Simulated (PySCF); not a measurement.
## How well do the runs reproduce experiment for SiO?

**Experimental background.**

Liu, Meijer, Perez-Rios, Phys. Chem. Chem. Phys. 22 (2020) 24191 lists, for the gas: dipole moment 3.0982 D.

How close the calculation comes is told at the end.

Compound: SiO.
Atom-mapped SMILES: `[O+:1]#[Si-:2]`

Cartesian coordinates in Å at the PBE0-D3(BJ)/def2-SVP level; atoms count from 1:
```xyz
2
SiO angstrom
O     -0.6938   -0.3005    0.0624
Si     0.7113    0.2717   -0.0744
```

Runs made with PySCF (gas phase, on this PBE0-D3(BJ)/def2-SVP geometry; no spin–orbit coupling):

```
                             level                                                           job  basis functions  wall time
PBE0-D3(BJ)/def2-SVP, grid level 1  geometry optimisation from a GFN2-xTB start shaken at random               32      3.4 s
```

Hardware: Arm Neoverse N1, one thread (shared host).

Results beside the measurements:

**Dipole moment.** Measured: 3.0982 D (Liu, Meijer, Perez-Rios, Phys. Chem. Chem. Phys. 22 (2020) 24191).

```json
{"level": "PBE0-D3(BJ)/def2-SVP", "computed (D)": "2.697", "computed − measured (D)": "-0.401", "% (from the printed values)": "-13"}
```

The computed dipoles belong to one fixed geometry; measured ones are averaged over vibrations unless marked μe. Magnitudes are compared, not signs.

The geometry is computed, not the measured one. Where a level misses, the cause wasn't examined.
